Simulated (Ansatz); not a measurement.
Two structures of SiNH₇O, singlet, reached by relaxing down either side of one saddle point (PBE0-D4/def2-TZVP). Energies are electronic, without zero-point energy. Ansatz 0.2.0; basis: def2-TZVPP and def2-QZVPP; cores frozen in the correlated methods. Extrapolation: Hartree–Fock as exp(−7.88 √X), correlation as X^−2.97. First:

Si1  (-0.736, -0.833, -0.348)
N2  (0.933, -0.788, 0.028)
H3  (-1.090, -1.774, -1.438)
H4  (-1.391, -1.222, 0.930)
O5  (-1.283, 0.607, -0.924)
H6  (0.929, 1.923, 0.869)
H7  (0.765, 2.625, 1.072)
H8  (1.272, -1.163, 0.898)
H9  (1.652, -0.760, -0.676)
H10  (-1.051, 1.384, -0.412)
(Å)

Second:

Si1  (-0.778, 0.308, -0.401)
N2  (1.484, -0.720, 0.629)
H3  (-0.436, -0.844, -1.261)
H4  (-1.103, -0.065, 1.002)
O5  (-2.177, 0.866, -1.116)
H6  (1.798, -0.193, 1.435)
H7  (0.223, 1.408, -0.443)
H8  (1.348, -1.679, 0.924)
H9  (2.233, -0.712, -0.053)
H10  (-2.592, 1.631, -0.716)
(Å)

**Question.** Which bonds change from the first to the second?

**Answer.** SiNH₅O ([NH2][SiH2][OH]) + H₂ → SiH₄O ([OH][SiH3]) + NH₃; bonds formed: Si1–H7, N2–H6; bonds broken: Si1–N2, H6–H7.

**Question.** Give the saddle point's structure and its height above each. (To be estimated.)

**Answer.** The calculation gives: 50.14 kcal/mol above the first and 41.66 kcal/mol above the second (CCSD(T) at an estimated basis limit (MP2 extrapolated from triple and quadruple zeta, plus CCSD(T) − MP2 in triple zeta)).
```json
{"atom": "Si1", "x (Å)": "-0.6952", "y (Å)": "-0.2555", "z (Å)": "-0.0322"}
{"atom": "N2", "x (Å)": "1.1496", "y (Å)": "-0.4757", "z (Å)": "0.1820"}
{"atom": "H3", "x (Å)": "-1.0065", "y (Å)": "-1.5467", "z (Å)": "-0.7253"}
{"atom": "H4", "x (Å)": "-1.3330", "y (Å)": "-0.4160", "z (Å)": "1.2956"}
{"atom": "O5", "x (Å)": "-1.1770", "y (Å)": "0.7611", "z (Å)": "-1.2343"}
{"atom": "H6", "x (Å)": "0.9325", "y (Å)": "0.5832", "z (Å)": "0.6826"}
{"atom": "H7", "x (Å)": "0.0276", "y (Å)": "1.3292", "z (Å)": "0.7839"}
{"atom": "H8", "x (Å)": "1.4789", "y (Å)": "-1.2771", "z (Å)": "0.7101"}
{"atom": "H9", "x (Å)": "1.6775", "y (Å)": "-0.3840", "z (Å)": "-0.6790"}
{"atom": "H10", "x (Å)": "-1.0546", "y (Å)": "1.6814", "z (Å)": "-0.9834"}
```

No T1 diagnostic of these runs exceeds 0.012.

Labels in which every atom is bracketed show which atoms are joined, not bond orders.

For scale, one of the runs: CCSD(T)/def2-TZVPP, 202 basis functions (an equivalent command: `ansatz run in.yaml --threads 2`). Time: 34 s of wall clock on 2 CPU threads; the host was shared. Peak host memory: 2.7 GiB.
